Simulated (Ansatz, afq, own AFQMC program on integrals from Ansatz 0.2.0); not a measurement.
Two steps: Ansatz 0.2.0 writes the Fock matrix and Cholesky factors of the valence space, and afq projects on them the lowest state that overlaps trial and start.

```yaml
crystal:
  periodic: [false, false, false]
  atoms:
    - {symbol: Hf, position_ang: [0.000000, 0.000000, 0.000000]}
    - {symbol: B, position_ang: [0.000000, 0.000000, 2.321000]}
basis:
  gaussian: {orbitals: def2-TZVP}
magnetization: {spin_polarized: true, initial_magnetization: 5}
correlation: {method: ccsd_t, electrons: outside_noble_gas, hamiltonian_folder: ham}
```

```sh
$ ansatz run in.yaml --threads 1 --pin off --events-out ev --progress --plain --max-ram 16896MiB --backend cuda --devices 0, --max-vram 18GiB
```

Options of the walk:

```
--method phaseless --trial cisd --walkers 4000 --populations 20 --least-time 60 --time-step 0.005 --steps-per-block 50 --equilibration-blocks 40 --max-blocks 4000 --target-error 0.00016 --factor-cut 1e-05 --start spin_pure --seed 238 --release-times 0.24,0.5,1,1.5 --release-step 0.02 --release-every 3 --taylor-order 6
```

Times are imaginary, in 1/Eh. The walk had a cap of 240 s. With eight or more populations the least sampling time is a fifth of least-time, and the error comes from their spread. Core potentials past Kr, no spin–orbit coupling.

afq prints:

```
orbitals 66  electrons 6 1  factors 497 of 558
reference energy -71.94994365 Eh
CCSD correlation -0.13056465 Eh in 15 cycles, weight of the determinant in the CISD state 0.8454
energy of the start -72.080436 Eh
 block  time / (1/Eh)  mean weight  energy / Eh
     1     0.250  0.9999  -72.080264
     2     0.500  1.0000  -72.081283
     3     0.750  0.9999  -72.082554
     4     1.000  1.0000  -72.083830
     5     1.250  1.0000  -72.084898
    10     2.500  0.9998  -72.088819
    29     7.250  1.0001  -72.090196
    49    12.250  0.9999  -72.088710
    69    17.250  0.9998  -72.088939
    85    21.250  1.0003  -72.093038
    89    22.250  1.0001  -72.087395
   109    27.250  0.9995  -72.088340
   129    32.250  0.9998  -72.088079
   149    37.250  0.9999  -72.087550
   161    40.250  1.0001  -72.085265
   169    42.250  1.0001  -72.087618
   181    45.250  1.0000  -72.088142
error from the spread of 20 populations
released: time / (1/Eh)  energy / Eh  error  mean overlap
  0.24  -72.089169  0.000194  1.0005
  0.50  -72.089579  0.000137  0.9983
  1.00  -72.090160  0.000287  0.9965
  1.50  -72.090567  0.000277  0.9975
energy -72.088420 +/- 0.000072 Eh
(rows thinned)
```

The time cap ended the run before it passed its tests. The second half of the sampling lies above the first by 7.4 errors of their difference, so the energy may still be moving and its error bar be too small.

Against this walk (error 2.0 meV) on the same determinant: CCSD(T) 41.4 meV lower, CCSDT(Q) 114.4 meV lower. The error is statistical and leaves out the bias of the constraint. The released energies are still falling (meV from the phaseless value at times in 1/Eh: -20 ± 5 at 0.24, -32 ± 4 at 0.50, -47 ± 8 at 1.00, -58 ± 8 at 1.50), so they give no level; they do show a bias of the constraint, and the last of them that isn't too noisy lies 56 meV above CCSDT(Q). CCSDT(Q) is the surest value here, so the walk's 114 meV above it is most likely the bias of the constraint with this trial, which can have either sign.

Cautions: constraint bias not in the error; halves of the run differ; no spin-orbit coupling; outer-core shells of the metal frozen; lower spins were not checked; higher spins were not checked; the search met a lower determinant of the same kind, perhaps of another symmetry (6 meV lower); strong correlation (T1 0.061, weight of the determinant 0.85, largest double 0.07); (T) is large, 7 % of the CCSD correlation; CCSDT(Q) on the ROHF determinant differs (72 meV higher), by its state or its frozen core.

The walk took 4 min on 1 × NVIDIA H100 80GB HBM3 with 2 threads of AMD EPYC 7R13 Processor (Zen 3), with other jobs on the host (the card was shared). The log's last line is the phaseless energy.

CCSDT and higher add their correlation energy to the determinant of the CCSD(T) run, since their own runs factorise the integrals more tightly (a shift of under 2 meV). A walk keeps the symmetry of its determinant, which the program's search chose and which needn't be the lowest solution, so a lower state of the same spin and another symmetry isn't excluded.
